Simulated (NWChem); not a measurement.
Atomisation of acetonitrile (C₂H₃N)

SMILES: CC#N
```xyz
6

C      0.0097    -1.1791     0.0000
C     -0.0023     0.2809     0.0000
N     -0.0118     1.4391     0.0000
H     -0.5031    -1.5656     0.8936
H     -0.5031    -1.5656    -0.8936
H      1.0447    -1.5529     0.0000
```
Charge 0, spin multiplicity 1.

The numbers come from NWChem runs, not from measurements. The geometry was optimised at B3LYP/def2-SVP, a minimum by its harmonic frequencies.

Basis set: def2-TZVP. The atomisation energy is electronic alone: no zero-point, thermal, spin-orbit or counterpoise terms. No value is extrapolated to the basis-set limit. Free atoms are single determinants with multiplicities C 3, N 4, H 2. Correlated methods freeze the same cores in atoms and molecule, 3 orbitals in all.

```
method       atomisation energy (kcal/mol)  relative cost
-----------  -----------------------------  -------------
HF                                   432.1              1
CAM-B3LYP                            616.6             10
B3LYP                                615.2        under 3
r2SCAN                               612.6        under 3
CCSD(T)                              593.3             20
PBE                                  635.2        under 3
BHandHLYP                            590.1        under 3
MP2                                  607.8        under 3
PBE0                                 617.0        under 3
LDA (SVWN5)                          704.9        under 3
```

The values span 272.8 kcal/mol, from HF (lowest) to LDA (SVWN5) (highest). Costs are rough ratios of processor time within this set of runs, SCF included, with HF as 1. Costs are the molecule's.

B3LYP has NWChem's definition, with VWN1-RPA local correlation. GW and range-separated runs recompute their integrals, the others keep them in memory, which bears on the times. No SCF solution was tested for a lower state. Open-shell Hartree-Fock references start from PBE0 orbitals; any time given for them includes that run. No row is a measurement; the coupled-cluster row has its own basis-set and correlation limits.
